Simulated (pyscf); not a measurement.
`[NH2][SiH3]` + `[OH2]` -> `[NH2][SiH2][OH]` + `[H][H]`, a four-centre exchange (singlet surface; H–Si, H–O broken, O–Si, H–H formed). Single points on ωB97X-D3(BJ)/def2-SVP structures (PySCF, gas phase). Energies in kJ/mol from the separated reactants.

Small-basis levels: PySCF, no dispersion term, spherical d functions. AM1 to PM7: differences of heats of formation from MOPAC, which are fitted to 298 K values and so differ in kind from electronic energies by zero-point and thermal terms. GFN2-xTB: tblite. Cost: rough CPU time at the saddle relative to B3LYP/6-31G*, from one job on a shared machine.

| level | barrier | reaction energy | cost |
|---|---|---|---|
| MP2/6-31G* | 146.1 | -113.1 | 0.1 |
| BP86/6-31G* | 99.2 | -98.2 | 2 |
| PBE/6-31G* | 90.5 | -98.6 | 2 |
| B3LYP/LANL2DZ | 154.5 | -69.1 | 0.7 |
| GFN2-xTB | 148.4 | -70.5 | under 0.02 |
| PM6 | 71.5 | -219.1 | under 0.02 |
| PM7 | 146.2 | -230.6 | under 0.02 |
| ωB97M-D3(BJ)/def2-TZVP | 120.3 | -92.5 | – |

Against the last row the barrier runs from -48.8 (PM6) to +34.2 kJ/mol (B3LYP/LANL2DZ). ωB97M-D3(BJ)/def2-TZVP has limits of its own. The same reactants have a lower exit, to HO–SiH₃ + NH₃ (barrier +78.9 kJ/mol at ωB97M-D3(BJ)/def2-TZVP, against +120.3 kJ/mol here). One saddle was located; it need not be the lowest between these sides.
